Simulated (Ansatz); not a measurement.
# 2H MoS2, band gap

Reference value: 1.23 eV (measured, room temperature, not corrected to a static lattice, bulk 2H, our sources range from 1.23 to 1.29; as tabulated in Bastos et al. (2019), arXiv:1903.08112).

```csv
level (code),value (eV),cell (Å³/atom),difference (eV)
LDA (Ansatz),0.71,16.99,-0.52
PBE (Ansatz),0.85,17.72,-0.38
PBE-D3(BJ) (Ansatz),0.77,17.31,-0.46
r²SCAN-D4 (Ansatz),1.06,18.16,-0.17
PBE0 (Ansatz),2.22,19.01,+0.99
```

Closest of the ranked levels: r²SCAN-D4 (-0.17 eV). Farthest off among them: PBE0 (+0.99 eV).

Semilocal Kohn–Sham gaps run low as a rule, and all computed gaps are for a static lattice, while measured ones hold electron–phonon shifts unless said otherwise. Levels without +SOC have no spin–orbit coupling; where heavier elements are present it shifts gaps, mostly down, and can invert bands. The crystal itself was run without spin with LDA, PBE, PBE-D3(BJ), r²SCAN-D4, PBE0; a magnetic state was not tried in these runs. LDA: LDA has no dispersion term either, though it tends to give short spacings of layers, chains or molecules. PBE0: the gap is read on the k mesh or supercell of the run alone and can be too large. PBE0: the cell comes from a level without a dispersion term, which matters for the spacing of layers, chains or molecules. Values are at the level's own relaxed cell; PBE at the measured cell; PBE0 at the r²SCAN cell. Cutoffs and k meshes differ between the levels. Ansatz's density-functional and Hartree–Fock values are scalar-relativistic unless marked +SOC, with PAW data made under PBE.

Differences are worked out from the printed values.

Ansatz is a program for electronic structure.
